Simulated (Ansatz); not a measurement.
Results of PBEsol-D3(BJ) (PAW; Ansatz, a first-principles code) for zinc-blende InAs.

Total energies, extrapolated to zero smearing (they compare only within this program, potentials and cutoff):

```csv
system,energy (eV/atom)
"zinc-blende InAs, relaxed",-5169.7292
body-centred tetragonal In,-5525.7875
rhombohedral A7 As,-4813.4120
```

Work out the formation enthalpy per atom.

ΔH_f ≈ ΔE = -5169.7292 − [1 × (-5525.7875) + 1 × (-4813.4120)]/2 = -0.129 eV/atom (0 K, no vibrations). The reference value is -0.31 eV/atom (measured, 298 K, not corrected to a static lattice; as tabulated in Zhang et al. (2018), doi:10.1038/s41524-018-0065-z), a difference of +0.181 eV/atom.

Spin–orbit coupling is left out; its size isn't shown.

The PAW data were made under PBE.
